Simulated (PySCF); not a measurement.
# The 18-electron isoelectronic series, spin-free X2C

All values are computed (PySCF 2.14, energy differences of UHF-based or UKS calculations, no spin-orbit coupling). Each ion has its own even-tempered basis scaled to its charge (23s15p6d5f for the first); frozen: 1s2. Ionisation energies in eV, correlation energies of the ion in mhartree.

```
 ion  configuration     UHF     LDA     PBE    PBE0  r2SCAN  MP2 (outer shells)  E_corr MP2  NIST (with spin-orbit, Breit and QED)
  Ar      [Ar] (1S)  14.571  15.987  15.705  15.715  15.767              15.360      -518.2                                 15.760
  K⁺      [Ar] (1S)  30.433  31.821  31.538  31.590  31.672              31.227      -529.2                                 31.625
Ca²⁺      [Ar] (1S)  49.718  51.106  50.819  50.895  50.994              50.541      -540.3                                 50.913
Sc³⁺      [Ar] (1S)  72.305  73.702  73.419  73.511  73.623              73.129      -546.3                                 73.489
Ti⁴⁺      [Ar] (1S)  98.116  99.527  99.254  99.356  99.499              98.960      -554.4                         99.299 ± 0.012
 V⁵⁺      [Ar] (1S)  127.11  128.53  128.27  128.38  128.54              127.95      -559.0                                 128.12
Cr⁶⁺      [Ar] (1S)  159.27  160.70  160.43  160.55  160.72              160.12      -564.0                      160.29 ± 0.06 (s)
Mn⁷⁺      [Ar] (1S)  194.56  196.00  195.73  195.86  196.08              195.43      -570.8                        195.5 ± 0.3 (s)
Fe⁸⁺      [Ar] (1S)  232.98  234.43  234.17  234.30  234.53              233.85      -574.5                        233.6 ± 0.4 (s)
Co⁹⁺      [Ar] (1S)  274.51  275.98  275.72  275.86  276.12              275.40      -579.3                        275.4 ± 0.4 (s)
```

Each ion has its own basis, which adds noise of up to about 0.1 % along the series.

NIST values marked (s) are semi-empirical, (t) theoretical. Open shells are high-spin determinants of the terms that Hund's rules give.
